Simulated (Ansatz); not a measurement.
## Basis-set limit of H$_{3}$, doublet

```xyz
3

H     0.0000    0.0000   -0.9147
H     0.0000    0.0000   -0.0567
H     0.0000    0.0000    0.9713
```

Ansatz 0.2.0, UHF determinant, valence electrons correlated. Energies in eV.

```csv
set,X,functions,Hartree–Fock,MP2 correlation,CCSD(T) correlation,time
def2-TZVPP,3,42,-43.7133,-1.0375,-1.3740,"10 s on 1 × NVIDIA H100 80GB HBM3 with 1 thread of AMD EPYC 7R13 Processor (Zen 3), with other jobs on the host"
def2-QZVPP,4,90,-43.7318,-1.0861,-1.4116,"14 s on 1 × NVIDIA H100 80GB HBM3 with 1 thread of AMD EPYC 7R13 Processor (Zen 3), on a shared host"
```

Hartree–Fock is taken to follow E(X) = E∞ + A·exp(−7.88·√X), correlation E(X) = E∞ + B·X^−2.97.

**Question.** Work out the CCSD(T) energy at the limit, and how far the shortcut misses it that extrapolates MP2 and adds CCSD(T) minus MP2 from the smaller set.

**Answer.** Hartree–Fock: E∞ = E4 + 0.1377·(E4 − E3) = -43.7344. Correlation: E∞ = E4 + 0.7407·(E4 − E3) = -1.4395 for CCSD(T) and -1.1221 for MP2. The limit is -45.1740 eV, 0.030 eV below def2-QZVPP. The shortcut gives a correlation energy of -1.1221 + (-0.3364) = -1.4585, 19 meV lower than the direct value.
